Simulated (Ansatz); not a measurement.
`[BH2][AlH][CH3]` + `CO[SiH3]` → `[CH3][AlH][SiH3]` + `BOC`  (redistribution)

Gas-phase electronic energies from Ansatz, PBE0-D4/def2-TZVP geometries. CCSD(T)/CBS adds triple-zeta CCSD(T) − MP2 to the extrapolated MP2 energy (def2 sets, frozen cores). DFT in def2-TZVPP. B3LYP here is the variant with VWN-RPA as its local correlation; programs differ in this. HSE06 is defined as in plane-wave codes.

Q: Is it downhill or uphill in electronic energy at CCSD(T)/CBS, and by how much? (Estimate.)

A: The calculation gave: Downhill: ΔE = -1.05 eV.

Q: What do these levels give: BLYP-D4, B97M-V, B3LYP-D4, HSE06-D4, r2SCAN, MP2/CBS(def2)? (Estimate.)

A: Computed: BLYP-D4 -1.14, B97M-V -1.11, B3LYP-D4 -1.10, HSE06-D4 -1.19, r2SCAN -1.13, MP2/CBS(def2) -1.02 eV.

Largest T1 diagnostic among the species: 0.014.

Leaving LDA and LC-ωPBE aside and taking each functional with its dispersion term where it has one, the values, not all of them listed here, spread over 0.23 eV, from PBE-D4 to BHLYP-D4. LDA lies −0.10 eV from PBE without D4. In def2-TZVPP, CCSD(T) changes the Hartree–Fock value by −0.21 eV (the triples alone add −0.04 eV) and MP2 by −0.18 eV.
